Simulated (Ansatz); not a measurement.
**[Br···H···H], doublet along the distance Br1-H2**

Starting geometry:

```yaml
atoms:
  - { symbol: Br, position_ang: [0.0000, 0.0000, -1.4079] }
  - { symbol: H, position_ang: [0.0000, 0.0000, 0.0127] }
  - { symbol: H, position_ang: [0.0000, 0.0000, 1.3951] }
```

From there H2 is moved from one fragment to the other while all else, the fragments' distance too, stays fixed; atoms are numbered as listed. Energies are in kcal/mol, counted from the starting geometry at the same level. Kohn–Sham curves are unrestricted where that lies lower.

Basis 6-31G (Cartesian d functions); Ansatz 0.2.0. Correlated methods freeze the noble-gas cores and the filled d shells of p-block atoms. No spin–orbit coupling is included, and no scalar relativity.

In so small a basis the reference is far from its limit while semilocal and hybrid functionals are nearer theirs (RPA and double hybrids share much of the reference's basis error), so the functionals' errors here hold much of the reference's basis and frozen-core error, which can add to them or hide them.

Full CI is exact within this basis and frozen core; it isn't the basis-set limit.

```json
{"distance Br1-H2 (Å)": "1.321", "full CI": "5.9", "PBE": "7.8", "r2SCAN": "7.4", "PBE0": "6.7", "B3LYP": "7.3", "wB97X-V": "6.1", "wB97M-V": "6.4", "B2PLYP": "6.4", "PBE-QIDH": "5.5", "RPA-PBE": "6.2"}
{"distance Br1-H2 (Å)": "1.421", "full CI": "0.0", "PBE": "0.0", "r2SCAN": "0.0", "PBE0": "0.0", "B3LYP": "0.0", "wB97X-V": "0.0", "wB97M-V": "0.0", "B2PLYP": "0.0", "PBE-QIDH": "0.0", "RPA-PBE": "0.0"}
{"distance Br1-H2 (Å)": "1.512", "full CI": "-1.3", "PBE": "-3.1", "r2SCAN": "-2.8", "PBE0": "-2.2", "B3LYP": "-2.8", "wB97X-V": "-1.7", "wB97M-V": "-2.0", "B2PLYP": "-1.9", "PBE-QIDH": "-1.0", "RPA-PBE": "-1.8"}
{"distance Br1-H2 (Å)": "1.603", "full CI": "-1.7", "PBE": "-5.0", "r2SCAN": "-4.2", "PBE0": "-3.2", "B3LYP": "-4.6", "wB97X-V": "-2.5", "wB97M-V": "-3.1", "B2PLYP": "-2.7", "PBE-QIDH": "-1.0", "RPA-PBE": "-3.0"}
{"distance Br1-H2 (Å)": "1.694", "full CI": "-3.7", "PBE": "-7.2", "r2SCAN": "-5.8", "PBE0": "-5.0", "B3LYP": "-7.1", "wB97X-V": "-4.7", "wB97M-V": "-5.4", "B2PLYP": "-4.7", "PBE-QIDH": "-2.3", "RPA-PBE": "-5.8"}
{"distance Br1-H2 (Å)": "1.785", "full CI": "-8.2", "PBE": "-10.5", "r2SCAN": "-8.9", "PBE0": "-8.6", "B3LYP": "-11.1", "wB97X-V": "-9.2", "wB97M-V": "-10.1", "B2PLYP": "-8.9", "PBE-QIDH": "-6.3", "RPA-PBE": "-11.2"}
{"distance Br1-H2 (Å)": "1.876", "full CI": "-14.7", "PBE": "-14.8", "r2SCAN": "-13.2", "PBE0": "-13.5", "B3LYP": "-16.4", "wB97X-V": "-15.4", "wB97M-V": "-16.3", "B2PLYP": "-14.9", "PBE-QIDH": "-12.4", "RPA-PBE": "-18.4"}
{"distance Br1-H2 (Å)": "1.967", "full CI": "-21.2", "PBE": "-18.6", "r2SCAN": "-17.4", "PBE0": "-18.2", "B3LYP": "-21.3", "wB97X-V": "-21.3", "wB97M-V": "-22.2", "B2PLYP": "-20.8", "PBE-QIDH": "-18.7", "RPA-PBE": "-25.5"}
{"distance Br1-H2 (Å)": "2.058", "full CI": "-24.9", "PBE": "-19.5", "r2SCAN": "-19.2", "PBE0": "-20.2", "B3LYP": "-23.5", "wB97X-V": "-24.2", "wB97M-V": "-25.3", "B2PLYP": "-24.0", "PBE-QIDH": "-22.1", "RPA-PBE": "-29.7"}
```
